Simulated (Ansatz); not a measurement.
**SiNH4, doublet: from triple and quadruple zeta to the limit**

```xyz
6

N    -2.0007    0.0200   -0.0192
H    -2.2980    0.9878   -0.0192
H    -2.2980   -0.3823    0.8610
H    -0.5067    0.0200   -0.0192
Si    1.1263    0.0200   -0.0192
H     1.5227   -1.4595   -0.0192
```

Connectivity, by distances: NH2 ··· SiH2.

Ansatz 0.2.0, UHF determinant, valence electrons correlated. Energies in eV.

```csv
set,X,functions,Hartree–Fock,MP2 correlation,CCSD(T) correlation,time
def2-TZVPP,3,129,-9403.9348,-8.2113,-9.9213,"27 s on 1 × NVIDIA H100 80GB HBM3 with 1 thread of AMD EPYC 7R13 Processor (Zen 3), on a shared host"
def2-QZVPP,4,247,-9404.2551,-8.8114,-10.4637,"77 s on 1 × NVIDIA H100 80GB HBM3 with 1 thread of AMD EPYC 7R13 Processor (Zen 3), with other jobs on the host"
```

Hartree–Fock is taken to follow E(X) = E∞ + A·exp(−7.88·√X), correlation E(X) = E∞ + B·X^−2.97.

Cautions: higher spins were not checked; strong correlation; ⟨S²⟩ of the determinant is 1.31 against 0.75, spin contaminated.

Task: Work out the CCSD(T) energy at the limit, and how far the shortcut misses it that extrapolates MP2 and adds CCSD(T) minus MP2 from the smaller set.

Result: Hartree–Fock: E∞ = E4 + 0.1377·(E4 − E3) = -9404.2992. Correlation: E∞ = E4 + 0.7407·(E4 − E3) = -10.8655 for CCSD(T) and -9.2559 for MP2. The limit is -9415.1648 eV, 0.446 eV below def2-QZVPP. The shortcut gives a correlation energy of -9.2559 + (-1.7100) = -10.9659, 100 meV lower than the direct value.

Past Ne part of the Hartree–Fock step between the two sets comes from the cores, which don't follow the formula, so the 44 meV that it adds to the total can overshoot; that part largely cancels in differences.
